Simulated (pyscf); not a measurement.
cyclic H₂O₂STi (SMILES [OH][TiH]1[O][S]1) -> O=Ti(OH)–SH (rearrangement; singlet surface; O–S, H–Ti broken, H–S formed). Optimised with ωB97X-D3(BJ)/def2-SVP in PySCF. Correlated levels are frozen-core, on RHF or UHF. ΔMP2 is the change of the MP2 total energy from the triple- to the quadruple-zeta basis. Energies in kJ/mol from the reactant's lowest minimum found.

```csv
level,barrier,reaction energy
PBE/def2-TZVP,178.0,-189.4
B3LYP-D3(BJ)/def2-TZVP,196.9,-191.5
M06-2X/def2-TZVP,231.6,-188.6
ωB97M-D3(BJ)/def2-TZVP,219.3,-195.2
MP2/def2-QZVPP,[?],-245.9
CCSD/def2-TZVPP,217.0,-206.4
CCSD(T)/def2-TZVPP + ΔMP2(QZVPP),[?],[?]
```

Fill in the missing entries.


- MP2/def2-QZVPP, barrier: 195.4
- CCSD(T)/def2-TZVPP + ΔMP2(QZVPP), barrier: 192.1
- CCSD(T)/def2-TZVPP + ΔMP2(QZVPP), reaction energy: -200.5

This is the saddle that the search found; another between the same sides may lie lower. One closed-shell reference is unstable to symmetry breaking; treat the single-reference values with care. The CCSD(T) − MP2 part came from Ansatz, without density fitting, on the same reference. The frozen core leaves the outer d or s,p core shells of the metals and heavy elements correlated in the MP2 and CC values, and def2-TZVPP describes them poorly, which can shift differences by a few kcal/mol.
